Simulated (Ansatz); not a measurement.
A made-up structure of CH₃NSi, closed shell:

```
6
angstrom
N 0.2067 0.2030 0.1652
C -0.4781 0.1222 -0.9191
Si 1.1656 0.4520 1.5568
H -1.4835 0.4522 -0.9812
H -0.0856 -0.3021 -1.8077
H 0.6483 -0.9313 1.9447
```

It is relaxed with PBE-D4/def2-SVP and then PBE0-D4/def2-TZVP (Ansatz 0.2.0). Atoms count as bonded within 1.22 times the sum of their covalent radii (H–H: 0.88 Å). The end point is not checked to be a true minimum.

**Question.** Does its bonding change? (A judgement: the text doesn't fix the answer.)

**Answer.** The calculation gives: No: no bond forms or breaks.

Where it ends: The first stage lowers the energy by 0.18 eV in 7 steps. It ends as CH₃NSi ([CH2][N][SiH]):
```csv
atom,x (Å),y (Å),z (Å)
N1,0.1677,0.1587,0.1383
C2,-0.4790,0.1312,-0.9292
Si3,1.1062,0.4152,1.4898
H4,-1.5057,0.5055,-0.9870
H5,-0.0501,-0.2789,-1.8487
H6,0.7343,-0.9357,2.0956
```

Labels in which every atom is bracketed show which atoms are joined, not bond orders.

For scale, one of the runs: PBE0-D4/def2-TZVP relaxation, 117 basis functions, launched by `ansatz run in.yaml --threads 2 --pin off --events-out ev --progress --plain --max-ram 4352MiB`. The run took about 12 s on 2 CPU threads of an Arm Neoverse V2 (shared host).
